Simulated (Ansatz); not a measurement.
`F[SiH2]P` + H₂ → PH₃ + `F[SiH3]` at 600 K and 1 bar (hydrogenolysis of a P–Si bond).

Calculated with Ansatz (gas phase, PBE0-D4/def2-TZVP geometries, no zero-point term in ΔE). CCSD(T)/CBS adds triple-zeta CCSD(T) − MP2 to the extrapolated MP2 energy (def2 sets, frozen cores). This one scheme is used for every species. One conformer a species, not always the lowest.

```
   species  CCSD(T)/CBS energy (Eh)  H − E (kJ/mol)  S (J/(mol·K))
`F[SiH2]P`               -732.27050           143.4          367.9
        H₂                 -1.17544            43.9          150.8
       PH₃               -342.72256            86.3          240.2
 `F[SiH3]`               -390.72345           101.0          280.0
```

H − E and S are ideal-gas, rigid-rotor, harmonic terms from PBE0-D4/def2-TZVP, for one conformer and one mirror image of each species. The MP2-based limit puts H₂ 0.8 mEh under its directly extrapolated value; such offsets cancel only in part. 1 Eh = 2625.50 kJ/mol, R = 8.31446 J/(mol·K).

Question: By hand: ΔE, ΔH, ΔS and ΔG.

Answer: ΔE = (-342.72256) + (-390.72345) − (-732.27050) − (-1.17544) = -0.00007 Eh = -0.2 kJ/mol. Δ(H − E) = 86.3 + 101.0 − 143.4 − 43.9 = 0.0, so ΔH = -0.2 kJ/mol. ΔS = 240.2 + 280.0 − 367.9 − 150.8 = 1.5 J/(mol·K). ΔG = -0.2 − 600 × (1.5)/1000 = -1.1 kJ/mol.

Question: By hand: the equilibrium constant, and the temperature at which ΔG would vanish if ΔH and ΔS stayed fixed.

Answer: log₁₀ K = −ΔG/(RT ln 10) = 0.1. ΔH and −TΔS have one sign here, so there is no such temperature. One of them is within its doubt of zero, so this could turn.

TΔS isn't small against ΔH here. The sign of ΔG lies within the doubt. A doubt of 5 kJ/mol in ΔE shifts log₁₀ K by 0.4 here. Other conformers and mirror images would add mixing entropy, several J/(mol·K) or more a flexible species. These are equilibria of isolated gas molecules and say nothing of rates. Largest T1 diagnostic: 0.013 (customary marks: 0.02 for closed shells, 0.045 for open ones).
